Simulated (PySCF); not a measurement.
**Name the molecule from its bond curve**

A diatomic of charge 0 contains Si. Its triplet curve at PBE0 in a triple-zeta basis (no relativity, PySCF), in eV from the separated fragments:

R (Å), E (eV) and a bar:
```
    1.475     -3.129 ############################
    1.544     -3.849 ############
    1.612     -4.246 ####
    1.664     -4.384 #
    1.715     -4.420 
    1.766     -4.376 #
    1.835     -4.229 ####
    1.921     -3.957 ##########
    2.024     -3.572 ##################
    2.161     -3.041 ##############################
```

The fit gives ωe = 995 cm⁻¹ and the rotational constant Bₑ = 0.6865 cm⁻¹.

**Question.** Which atom is the partner?

**Answer.** The minimum lies at 1.710 Å, so the reduced mass is 16.8576 u Å² cm⁻¹/(Bₑ·Re²) = 8.398 u. With Si at 27.98 u the partner weighs about 12.0 u: C. The molecule is SiC.

The state was picked by a PBE0 search and need not be the measured ground state.
